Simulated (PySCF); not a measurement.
(CH₃)₃SiCl, optimised at GFN2-xTB:

```xyz
14

C     -0.6005     1.6438    -0.4952
Si     0.0722     0.1079     0.4087
C      1.7053    -0.4769    -0.3782
C     -1.2173    -1.2941     0.4082
Cl     0.4499     0.6258     2.3505
H     -0.8197     1.4248    -1.5356
H     -1.5163     2.0037    -0.0350
H      0.1163     2.4598    -0.4749
H      2.1129    -1.3349     0.1488
H      1.5626    -0.7655    -1.4149
H      2.4577     0.3063    -0.3555
H     -1.4565    -1.6098    -0.6025
H     -2.1428    -0.9800     0.8823
H     -0.8547    -2.1646     0.9475
```

Method: PySCF energies (xtb for GFN2) plus ideal-gas RRHO corrections (1 bar). 6-31G* has spherical d functions here. All species are closed-shell singlets. B3LYP is the form with VWN-RPA correlation.

**Question.** List the harmonic frequencies (cm⁻¹, unscaled) at this level and at the other levels, each on its own geometry.

**Answer.** 
- GFN2-xTB: 91, 108, 109, 143, 143, 187, 198, 198, 437, 657, 742, 742, 786, 803, 803, 861, 861, 865, 1376, 1376, 1379, 1476, 1480, 1480, 1483, 1483, 1486, 3038, 3039, 3039, 3040, 3043, 3043, 3048, 3048, 3051
- B3LYP/6-31G*: 145, 162, 162, 172, 172, 220, 231, 231, 469, 625, 700, 700, 711, 788, 788, 895, 895, 898, 1331, 1331, 1341, 1481, 1488, 1488, 1495, 1495, 1506, 3044, 3044, 3047, 3116, 3116, 3118, 3131, 3132, 3132
- HF/6-31G*: 154, 171, 171, 184, 184, 236, 248, 248, 499, 663, 746, 746, 768, 847, 847, 959, 959, 962, 1458, 1458, 1466, 1593, 1599, 1599, 1606, 1606, 1615, 3187, 3187, 3190, 3254, 3254, 3257, 3270, 3272, 3272
- PBE/def2-SVP: 146, 163, 163, 168, 168, 212, 225, 225, 473, 619, 661, 672, 672, 743, 743, 838, 838, 839, 1216, 1216, 1224, 1369, 1377, 1377, 1383, 1383, 1395, 2973, 2973, 2975, 3070, 3070, 3072, 3082, 3083, 3083
- PBE0/def2-TZVP: 146, 165, 166, 172, 172, 219, 233, 234, 484, 641, 681, 698, 698, 769, 769, 864, 866, 866, 1276, 1276, 1283, 1436, 1443, 1443, 1450, 1450, 1462, 3048, 3048, 3049, 3130, 3130, 3132, 3142, 3142, 3142
